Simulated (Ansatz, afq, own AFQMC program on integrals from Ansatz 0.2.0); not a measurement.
Where AFQMC and coupled cluster stand for BH⁻, doublet

| atom | x (Å) | y (Å) | z (Å) |
| --- | --- | --- | --- |
| B | 0.0000 | 0.0000 | 0.0000 |
| H | 0.0000 | 0.0000 | 1.2628 |

Basis aug-cc-pVDZ. Only valence electrons are correlated. Ansatz 0.2.0 and our own AFQMC program on the same integrals; the CISD trial comes from CCSD amplitudes, and released means the phaseless constraint is let go. Error bars are statistical, one sigma.

Determinant: UHF, the one that the program's search chose, which needn't be the lowest solution. The geometry is a PBE0/def2-TZVPD stationary point of this or a neighbouring charge and spin state.

Full CI on the same integrals is exact in this basis and with this determinant's frozen core.

Cautions: strong correlation (T1 0.110, weight of the determinant 0.80, largest double 0.08); unrestricted determinant spin contaminated (⟨S²⟩ 1.10 against 0.75).

```
T1 diagnostic                               : 0.1105
weight of the determinant in the CISD state : 0.796
⟨S²⟩ of the determinant                     : 1.104
size of the correlated space                : 5 electrons in 31 orbitals
```

| level | correlation energy (eV) |
| --- | --- |
| MP2 | -1.9180 |
| CCSD | -2.7088 |
| CCSD(T) | -2.8004 |

Task: Estimate where phaseless AFQMC with a CISD trial lies against CCSD(T) on the same integrals.

Result: 0.73 ± 0.11 mEh below CCSD(T).

Reference: full CI, correlation energy -2.841 eV. The released energy is read at 2.40 1/Eh (meV from the phaseless value at times in 1/Eh: -1 ± 3 at 0.24, -5 ± 3 at 0.51, -8.6 ± 2.2 at 0.99, -15.0 ± 2.0 at 1.62, -12.9 ± 2.3 at 2.40). The cautions show a poor starting determinant, so the rows tell how each method copes with it here, and full CI is the sure value.

```csv
level,E − E(reference) (mEh),share of correlation (%)
CCSD(T),1.49,98.57
CCSDT,0.17,99.83
CCSDT(Q),0.02,99.98
CCSDTQ,0.01,99.99
ph-AFQMC/HF,4.20 ± 0.68,95.98
ph-AFQMC/CISD,0.76 ± 0.11,99.27
released AFQMC,0.29 ± 0.08,99.73
```

CCSDT and higher add their correlation energy to the determinant of the CCSD(T) run, since their own runs factorise the integrals more tightly (a shift of under 2 meV). Released energies are given only where the last usable release times agree within the noise; a slower fall can still hide under it.
